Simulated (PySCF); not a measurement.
# thiazole: gas-phase deprotonation enthalpies at several levels

Structure: `c1cscn1` (C3H3NS). Numbering: `[cH:1]1[cH:2][s:3][cH:4][n:5]1` These are map numbers, not IUPAC locants.

All levels share the PBE0-D3(BJ)/ma-def2-SVP structures and the PBE0-D3(BJ)/ma-def2-SVP thermal terms; only the single-point energies (PySCF) change. Values are gas-phase deprotonation enthalpies (298 K, kJ/mol).

| level | C2 | C4 | C1 | time |
| --- | --- | --- | --- | --- |
| PBE0-D3(BJ)/6-311+G** | 1580 | 1585 | 1637 | 12 s |
| PBE0-D3(BJ)/ma-def2-TZVP | 1581 | 1591 | 1641 | – |
| PBE0-D3(BJ)/def2-TZVPD | 1583 | 1592 | 1642 | 26 s |
| OPBE/ma-def2-TZVP | 1586 | 1598 | 1639 | 62 s |
| B97-2/ma-def2-TZVP | 1590 | 1598 | 1648 | 22 s |
| PBE0-D3(BJ)/6-31G | 1637 | 1613 | 1679 | 4.1 s |

Times are wall times for all single points of a level on 1 thread of Arm Neoverse V1, a shared host; the dash marks the run that also made the structures. OPBE ran on a slower path of this set-up, which computes the density-fitting integrals anew in every SCF cycle while the other levels store them. So the times needn't show the usual order of cost, and those levels read slower than they are.

The widest spread is that of C2: 57 kJ/mol, from 1580 to 1637.

Caveats: the order of C2 and C4 is undecided: the gaps lie inside the method's error (some 10 kJ/mol, one structure a species).

Bases without diffuse functions serve anions poorly.
